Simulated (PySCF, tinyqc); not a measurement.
Coupled-perturbed Hartree-Fock on RHF in the sto-3g basis, for LiH, spin multiplicity 1, step by step. The lowest restricted solution is unstable here: a spin-polarised one lies 0.0196 hartree lower (PySCF). One step of it, computed by the program tinyqc.

Problem. Response to a field: uncoupled start. Field along z; U_ai = -mu_ai / (e_a - e_i), alpha = -4 sum U_ai mu_ai.

orbital energies (hartree): MO1 -2.373957, MO2 -0.216278, MO3 0.066822, MO4 0.157554, MO5 0.157554, MO6 0.333531

dipole integrals <a|z|i> (bohr):
```
           i1         i2
a3  -0.128003  -1.020321
a4   0.000000   0.000000
a5   0.000000   0.000000
a6  -0.149421   1.219030
```

Give: uncoupled U; uncoupled polarisability.

Solution.

uncoupled U:
```
        i1       i2
a3  0.0524   3.6041
a4  0.0000   0.0000
a5  0.0000   0.0000
a6  0.0552  -2.2172
```

uncoupled polarisability = 25.5805 bohr^3
